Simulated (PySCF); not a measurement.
Vertical excitation energies

Compound: C3H7FOS.
InChI=1S/C3H7FOS/c1-3(4)6(2)5/h3H,1-2H3/t3-,6+/m0/s1

Level of theory: TDDFT B3LYP/def2-SVPD, vertical, gas phase, core orbitals frozen in the response (PySCF 2.14.0, density-fitted response routines). Geometry: GFN2-xTB, one conformer, isolated molecule. Torsions of this conformer, `[CH3:1][C@@H:2]([F:3])[S@@:4]([CH3:5])=[O:6]`: C1–C2–S4–C5 -67°.

**Question.** Predict the UV-vis stick spectrum at this level.

**Answer.** 

```tsv
state	E (eV)	ν̃ (cm⁻¹)	f	main configurations (H = HOMO, L = LUMO)
S1	5.57	44890	0.015	H→L (94%)
S2	5.88	47470	0.047	H→L+1 (89%)
S3	6.30	50800	0.016	H→L+2 (94%)
S4	6.43	51850	0.0021	H-1→L (89%)
S5	6.72	54180	0.053	H→L+3 (85%), H-1→L+1 (8%)
S6	6.97	56250	0.0031	H→L+4 (59%), H-1→L+1 (23%)
S7	7.08	57110	0.032	H-1→L+1 (49%), H→L+4 (26%), H→L+5 (10%)
S8	7.29	58790	0.018	H-1→L+2 (62%), H→L+5 (28%)
```

Triplets, Tamm–Dancoff:

| state | E (eV) | λ (nm) | main configurations (H = HOMO, L = LUMO) |
| --- | --- | --- | --- |
| T1 | 4.85 | 255.7 | H→L (94%) |
| T2 | 5.21 | 237.8 | H→L+1 (79%) |
| T3 | 6.01 | 206.2 | H-1→L (90%) |

The lowest singlet lies at 5.57 eV (223 nm, ultraviolet) and is weak; its leading configuration is HOMO→LUMO (94%). The most intense listed level is S5 at 6.72 eV (185 nm, f = 0.053), 1.15 eV above S1. Löwdin shares by element: HOMO oxygen 49%, sulfur 30%, carbon 14% or more; LUMO sulfur 48%, carbon 21% or more, oxygen 10% (atoms not listed hold the other 21%). Of the 8 states listed, 6 reach f = 0.01 and none stays under 0.0005. The oscillator strengths of these states sum to 0.186; summed over the whole spectrum of an exact calculation they would give the number of electrons, 58 (Thomas–Reiche–Kuhn). The listed states span 1.72 eV, and the widest gap between neighbours is 0.41 eV (S2 to S3). The window holds the lowest 8 singlets.
